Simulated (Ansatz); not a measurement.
Compare A (`CC(C)=CN`) with its isomer B (`NCC1CC1`).

Program: Ansatz. Geometries: PBE0-D4/def2-TZVP. ΔE: electronic, gas phase. CBS: MP2 limit from def2 TZ/QZ plus the TZ coupled-cluster correction, frozen cores. DFT in def2-TZVPP. B3LYP here is the variant with VWN-RPA as its local correlation; programs differ in this. Each species was taken in one conformer, which may not be the lowest.

(1) Which is lower in electronic energy at CCSD(T)/CBS, and by how much? (Best estimate.)

(2) Give E(B) − E(A) in kJ/mol with B3LYP, r2SCAN-D4, CCSD(T)/def2-TZVPP, B2PLYP, PBE0-D4, ωB97M-V, B3LYP-D4. (An estimate is asked.)

Largest T1 diagnostic: 0.010.

Answers

(1) Ansatz gave: A, by 54.9 kJ/mol.

(2) The calculation gave: B3LYP 67.2, r2SCAN-D4 57.3, CCSD(T)/def2-TZVPP 53.1, B2PLYP 61.4, PBE0-D4 48.9, ωB97M-V 50.2, B3LYP-D4 68.4. None reverses the order clearly.

In def2-TZVPP, CCSD(T) changes the Hartree–Fock value by −3.5 kJ/mol (the triples alone add +2.7 kJ/mol) and MP2 by −9.1 kJ/mol. From PBE to PBE0 (25 % exact exchange), in def2-TZVPP and without D4, E(B) − E(A) moves by −9.6 kJ/mol.
